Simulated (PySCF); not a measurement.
Working with the constants of PS

ROHF-CCSD(T) constants of PS, ²Π (doublet), unpaired electrons π ↑ (P cc-pV(D+d)Z, S cc-pV(D+d)Z; no relativity (PySCF 2.14); masses 30.9738 and 31.9721 u):

| Item | Value |
| --- | --- |
| ωe | 721.2 cm⁻¹ |
| ωexe | 3.16 cm⁻¹ |
| Be | 0.28794 cm⁻¹ |
| αe | 0.00158 cm⁻¹ |
| D (centrifugal) | 1.84e-07 cm⁻¹ |
| De to P + S | 3.57 eV |

**Question.** Give the vibrational terms G(v) and spacings up to v = 6.

**Answer.** G(v) = ωe(v+½) − ωexe(v+½)².

```csv
v,G(v) (cm⁻¹),G(v) − G(v−1),Bv (cm⁻¹)
0,359.8,,0.2871
1,1074.7,714.9,0.2856
2,1783.2,708.6,0.2840
3,2485.5,702.2,0.2824
4,3181.4,695.9,0.2808
5,3871.0,689.6,0.2792
6,4554.3,683.3,0.2777
```

**Question.** How well does the Morse estimate ωe²/(4ωexe) reproduce De, and what is D0?

**Answer.** It gives 5.10 eV, 143 % of the computed De. D0 = De − G(0) = 3.57 − 0.04 = 3.53 eV.

Correlated steps freeze 10 core orbitals. Correlated levels converge slowly with the basis: in double zeta they bind strong bonds too weakly, by up to about 1 eV, and carry superposition errors of some tenths. The state is the lowest determinant that a PBE0 search found; another state may lie lower at other levels.
